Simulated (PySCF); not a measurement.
**Dipole moment and polarisability across levels of theory**

Compound: CH₅ClSi.
SMILES: `[SiH3]CCl`

PySCF, dipoles from the SCF density, polarisabilities from static response with core orbitals frozen. Isolated species at its PBE0-D3(BJ)/def2-SVP geometry, gas phase.

The anisotropy is √(½[(α1 − α2)² + (α2 − α3)² + (α3 − α1)²]).

| level | μ (D) | α (Å³) | anisotropy (Å³) |
| --- | --- | --- | --- |
| LDA/def2-SVPD | 1.666 | 8.79 | 2.66 |
| PBE/def2-SVPD | 1.650 | 8.62 | 2.62 |
| B3LYP/def2-SVPD | 1.721 | 8.37 | 2.45 |
| PBE0/def2-SVPD | 1.736 | 8.30 | 2.42 |
| BHandHLYP/def2-SVPD | 1.817 | 8.07 | 2.29 |
| CAM-B3LYP/def2-SVPD | 1.769 | 8.25 | 2.33 |
| wB97X-D/def2-SVPD | 1.783 | 8.22 | 2.30 |
| LC-wPBE/def2-SVPD | 1.793 | 8.05 | 2.20 |
| HF/def2-SVPD | 1.950 | 7.78 | 2.13 |
| PBE0/6-31G* | 1.850 | 6.21 | 2.26 |
| PBE0/6-31+G* | 1.871 | 7.05 | 2.25 |
| PBE0/def2-SVP | 1.597 | 6.59 | 2.09 |
| PBE0/aug-cc-pVDZ | 1.723 | 8.38 | 2.55 |
| PBE0/def2-TZVP | 1.657 | 7.62 | 2.49 |
| PBE0/def2-TZVPD | 1.682 | 8.43 | 2.50 |
| PBE0/aug-cc-pVTZ | 1.691 | 8.46 | 2.51 |

The dipole runs from 1.60 D (PBE0/def2-SVP) to 1.95 D (HF/def2-SVPD). No reference polarisability is at hand; against PBE0 in the largest diffuse basis at hand (aug-cc-pVTZ) the other PBE0 rows deviate by 6-31G* -27%, 6-31+G* -17%, def2-SVP -22%, def2-SVPD -2%, aug-cc-pVDZ -1%, def2-TZVP -10%, def2-TZVPD 0%. In one basis (def2-SVPD) the functionals order the polarisability from HF (lowest) to LDA (highest), a spread of 13%. With PBE0 the polarisability is 6.81 Å³ without diffuse functions (mean of 6-31G*, def2-SVP and def2-TZVP) and 8.12 Å³ with them (mean of 6-31+G*, def2-SVPD, aug-cc-pVDZ, def2-TZVPD and aug-cc-pVTZ).

Without π bonds the low states are Rydberg-like; a valence basis with one diffuse set may place them up to an eV too high.
